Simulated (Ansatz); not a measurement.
A nudged elastic band was laid between two geometries of C2H5ClO3 (11 atoms, charge 0, multiplicity 1).

Method: RKS PBE0-D4/6-31G (Ansatz 0.2.0).

```yaml
movable_images: 9
climbing_image: yes
spring: 5.0 eV/Å²
optimiser: quadratic models (default)
start_path: IDPP
force_threshold: 0.05 eV/Å
iteration_limit: 35
end_points: relaxed
```

Image 0:

```xyz
11
Properties=species:S:1:pos:R:3
C -1.184 -0.640 -0.863
O -0.792 0.545 -0.093
C 0.419 0.447 0.557
O 0.504 -0.703 1.299
O 1.540 0.512 -0.277
Cl 0.454 1.990 1.687
H -2.089 -0.336 -1.384
H -1.382 -1.474 -0.189
H -0.400 -0.905 -1.577
H 1.416 -0.859 1.604
H 1.581 1.366 -0.744
```

Image 10:

```xyz
11
Properties=species:S:1:pos:R:3
C -1.433 -0.611 -0.504
O -0.401 0.408 -0.670
C 0.699 0.329 0.118
O 1.245 -0.919 0.152
O 1.625 1.284 -0.191
Cl 0.105 0.740 2.015
H -2.197 -0.349 -1.232
H -1.828 -0.563 0.513
H -1.016 -1.598 -0.709
H 2.032 -0.954 0.725
H 1.234 2.177 -0.198
```

(1) What changes between the two ends?

(2) Give the energies along the band, and the barrier.

(3) What is the geometry of the highest image?

Answers

(1) No bond is made or broken. The dihedral C1–O2–C3–O5 goes from 73 to 176°.

(2) The forces met the threshold. The highest image is number 3 of 0 to 10, 0.015 eV above the first end and 0.219 eV above the last; the last end lies 0.204 eV below the first. A vibrational analysis at the climbing image gives one clearly imaginary mode, 84i cm⁻¹: a first-order saddle point. Limits of this set-up: no polarisation functions.

```
image  path coordinate (Å)  energy (eV)  dihedral C1–O2–C3–O5 (°)
    0                 0.00        0.000                        73
    1                 0.29        0.002                        80
    2                 0.57        0.010                        90
    3                 0.86        0.015                       101
    4                 1.21        0.003                       116
    5                 1.56       -0.035                       132
    6                 1.91       -0.092                       146
    7                 2.26       -0.149                       159
    8                 2.61       -0.186                       169
    9                 2.96       -0.200                       174
   10                 3.31       -0.204                       176
```

(3) 
```xyz
11
Properties=species:S:1:pos:R:3:forces:R:3
C -1.262 -0.687 -0.781 0.00 0.00 0.00
O -0.691 0.540 -0.224 0.00 0.00 -0.01
C 0.494 0.440 0.464 0.00 -0.01 0.00
O 0.705 -0.820 0.957 0.00 0.00 0.00
O 1.614 0.831 -0.264 0.00 0.00 0.00
Cl 0.321 1.701 1.926 0.00 0.00 0.00
H -2.135 -0.344 -1.333 0.00 0.00 0.00
H -1.551 -1.367 0.020 0.00 0.00 0.00
H -0.550 -1.175 -1.450 0.00 0.00 0.00
H 1.608 -0.914 1.311 0.00 0.00 0.00
H 1.513 1.739 -0.604 0.00 0.00 0.00
```

Run time: 4.1 min on 1 thread of Intel(R) Xeon(R) Processor @ 2.70GHz, with other jobs on the host, peak memory 0.17 GiB.
